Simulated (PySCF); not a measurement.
CH4S, SMILES CS. Atoms are numbered in the order given.

```xyz
6

C      0.0198     1.1571     0.0000
S     -0.0868    -0.6628     0.0000
H      0.5214     1.5239     0.8930
H     -1.0064     1.5205     0.0000
H      0.5214     1.5239    -0.8930
H      1.2339    -0.9056     0.0000
```

Coordinates come from a B3LYP-D3(BJ)/def2-TZVP optimisation.

Calculation: B3LYP/pcSseg-2 (PySCF).

GIAO shieldings, no solvent; atoms alike by connectivity are averaged. δ = σ(ref) − σ: ¹³C against TMS (σ = 181.3 ppm); ³³S against H2S (σ = 688.9 ppm); ¹H against TMS (σ = 31.68 ppm), references at their B3LYP-D3(BJ)/def2-TZVP geometries, non-relativistic.

```json
[
 {"nucleus": "¹³C", "atoms": "C1", "count": "1", "δ (ppm)": "12.8"},
 {"nucleus": "³³S", "atoms": "S2", "count": "1", "δ (ppm)": "88.7"},
 {"nucleus": "¹H", "atoms": "H3, H4, H5", "count": "3", "δ (ppm)": "2.07"},
 {"nucleus": "¹H", "atoms": "H6", "count": "1", "δ (ppm)": "1.54"}
]
```
